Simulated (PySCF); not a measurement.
Compound: H3O3P.
Atom-mapped SMILES: `[O:1]=[PH:2]([OH:3])[OH:4]` (hydrogens: H5 on P2; H6 on O3; H7 on O4)

A GFN2-xTB structure was refined with PBE0-D3(BJ)/def2-TZVP geometry optimisation, gas phase (PySCF). Its GFN2-xTB values:

```csv
coordinate,GFN2-xTB
O1=P2,1.461 Å
P2–O3,1.581 Å
P2–O4,1.562 Å
P2–H5,1.377 Å
O3–H6,0.969 Å
O1–P2–O3,112.6°
O1–P2–O4,114.6°
O1–P2–H5,120.5°
P2–O3–H6,108.5°
O3–P2–O4,104.0°
O3–P2–H5,101.4°
O4–P2–H5,101.7°
```

Task: How do these coordinates change at the PBE0-D3(BJ)/def2-TZVP level?

Result: 
| coordinate | PBE0-D3(BJ)/def2-TZVP (Å or °) | change |
| --- | --- | --- |
| P2–O4 | 1.589 | +0.027 |
| P2–H5 | 1.397 | +0.020 |
| P2–O3 | 1.592 | +0.011 |
| O3–H6 | 0.964 | -0.005 |
| O1=P2 | 1.463 | +0.002 |
| O1–P2–H5 | 118.0 | -2.5 |
| P2–O3–H6 | 110.9 | +2.4 |
| O1–P2–O3 | 114.5 | +1.9 |
| O4–P2–H5 | 99.9 | -1.8 |
| O3–P2–O4 | 105.2 | +1.2 |
| O1–P2–O4 | 115.6 | +1.0 |
| O3–P2–H5 | 101.4 | 0.0 |

The energy falls by 5.9 kJ/mol over 5 energy and gradient evaluations, the largest force component goes from 0.0268 to 2.8e-04 Eh/bohr, and the atoms move by 0.089 Å rms after alignment. The bond that changes most is P2–O4 (phosphoryl phosphorus to hydroxyl oxygen), which lengthens by 0.027 Å. Bonds longer at the end by more than 0.005 Å: 3 of 6; shorter: 2. Among the dihedrals that turn most is O1–P2–O4–H7, from 3° to -18°. Rotational constants go from 8308, 7912, 4665 to 8130, 7714, 4522 MHz.

The run used 148 basis functions and 37 SCF cycles in all.

No frequency check. The numbers are those of one conformer.
